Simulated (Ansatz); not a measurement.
Consider a ladder of basis sets of BH5OSi, SMILES BO[SiH3] (the Python package of Ansatz (0.2.0)).

Script `run_basis.py`:
```python
"""Basis-set convergence for BH5OSi."""

import argparse

import ansatz

parser = argparse.ArgumentParser(description="Basis-set convergence for BH5OSi.")
parser.add_argument("--xc", default="hf", help="exchange-correlation functional")
args = parser.parse_args()

geometry_ang = [
    ("B", (-0.366, 0.7332, -1.1415)),
    ("O", (-0.3028, -0.6453, -0.829)),
    ("Si", (0.2413, -0.6956, 0.7788)),
    ("H", (-1.3612, 1.3568, -0.9773)),
    ("H", (0.4943, 1.3393, -1.673)),
    ("H", (-0.6861, -0.0242, 1.6936)),
    ("H", (1.6143, -0.0373, 0.895)),
    ("H", (0.4584, -2.0841, 1.1975)),
]
geometry = ansatz.Crystal.molecule()
for symbol, xyz in geometry_ang:
    geometry = geometry.atom(symbol, xyz)

model = geometry.calculation().functional(args.xc)

energies = {}
for basis in ["STO-3G", "6-31G", "6-31G*", "def2-SVP", "def2-SVPD", "def2-TZVP", "def2-TZVPP"]:
    report = model.basis(gaussian=basis).run().report
    size = report["n_frozen"] + report["n_occupied"][0] + report["n_virtual"][0]
    energies[basis] = (report["reference_energy_ev"] / 27.211386246, report["free_energy_ev"] / 27.211386246)
    print(f"{basis:14s} {size:4d} orbitals  reference {energies[basis][0]:14.6f} Ha  total {energies[basis][1]:14.6f} Ha")

last = energies["def2-TZVPP"][1]
for basis, (_, total) in energies.items():
    print(f"{basis:14s} lies {27.211386 * (total - last):9.4f} eV above def2-TZVPP")
```

How far does the total energy move along this ladder of basis sets?

Against STO-3G: 6-31G -4541.9 mHa, 6-31G* -4654.1 mHa, def2-SVP -4501.4 mHa, def2-SVPD -4509.0 mHa, def2-TZVP -4731.9 mHa and def2-TZVPP -4732.9 mHa. The last step alone is -0.95 mHa (these two sets differ little on atoms other than hydrogen).

What the script printed:

```console
$ python run_basis.py
STO-3G           24 orbitals  reference    -386.756892 Ha  total    -386.756892 Ha
6-31G            41 orbitals  reference    -391.298813 Ha  total    -391.298813 Ha
6-31G*           59 orbitals  reference    -391.410944 Ha  total    -391.410944 Ha
def2-SVP         71 orbitals  reference    -391.258297 Ha  total    -391.258297 Ha
def2-SVPD       107 orbitals  reference    -391.265860 Ha  total    -391.265860 Ha
def2-TZVP       129 orbitals  reference    -391.488811 Ha  total    -391.488811 Ha
def2-TZVPP      174 orbitals  reference    -391.489758 Ha  total    -391.489758 Ha
STO-3G         lies  128.7878 eV above def2-TZVPP
6-31G          lies    5.1959 eV above def2-TZVPP
6-31G*         lies    2.1446 eV above def2-TZVPP
def2-SVP       lies    6.2984 eV above def2-TZVPP
def2-SVPD      lies    6.0926 eV above def2-TZVPP
def2-TZVP      lies    0.0257 eV above def2-TZVPP
def2-TZVPP     lies    0.0000 eV above def2-TZVPP
```

Caveats:
- These settings explore the input space; basis and method may be short of convergence.
- The geometry is a force-field or estimated start, not a minimum of this method, and the last set is no limit. Much of the fall in a total is atomic energy, which cancels in bond and reaction energies.
- Totals across families of basis sets mostly measure their core functions.
- Finished in 4.4 s on 1 thread of Arm Neoverse V1, on a shared host, peak memory 0.29 GiB.
